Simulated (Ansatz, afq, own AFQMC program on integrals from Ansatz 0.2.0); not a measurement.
**Where AFQMC and coupled cluster stand for SiH, doublet**

```xyz
2

Si    0.0000    0.0000    0.0000
H     0.0000    0.0000    1.2210
```

Basis cc-pVTZ. Noble-gas cores (and the filled d shells of Ga–Kr and In–Xe) are frozen. Ansatz 0.2.0 and our own AFQMC program on the same integrals; the CISD trial comes from CCSD amplitudes, and released means the phaseless constraint is let go. ± is one standard error of the sampling.

Determinant: UHF, the one that the program's search chose, which needn't be the lowest solution. The geometry is a point of a scan.

Full CI on the same integrals is exact in this basis and with this determinant's frozen core.

Cautions: an unrestricted solution with more broken spin lies lower (11 meV, ⟨S²⟩ 0.91); the released energies have errors that jump between times, so the bars are unsure, so no released level is given (meV from the phaseless value at times in 1/Eh: -1.4 ± 1.4 at 0.24, -8 ± 5 at 0.51, -4.1 ± 1.3 at 0.99, -7.6 ± 1.2 at 1.62, -7.2 ± 1.1 at 2.40), though the last usable value meets full CI within the noise.

The T1 diagnostic is 0.0187 and the weight of the determinant in the CISD state is 0.920. The ⟨S²⟩ of the determinant is 0.772 and the size of the correlated space is 5 electrons in 43 orbitals.

```json
{"level": "MP2", "correlation energy (eV)": "-2.2005"}
{"level": "CCSD", "correlation energy (eV)": "-2.8377"}
{"level": "CCSD(T)", "correlation energy (eV)": "-2.9139"}
```

Question: Estimate where phaseless AFQMC with a CISD trial lies against CCSD(T) on the same integrals.

Answer: 0.48 ± 0.05 mEh below CCSD(T).

Reference: full CI, correlation energy -2.936 eV.

| level | E − E(reference) (mEh) | share of correlation (%) |
| --- | --- | --- |
| CCSD(T) | 0.82 | 99.24 |
| CCSDT | 0.08 | 99.93 |
| CCSDT(Q) | 0.01 | 99.99 |
| CCSDTQ | 0.00 | 100.00 |
| ph-AFQMC/CISD | 0.34 ± 0.05 | 99.69 |

CCSDT and higher add their correlation energy to the determinant of the CCSD(T) run, since their own runs factorise the integrals more tightly (a shift of under 2 meV).
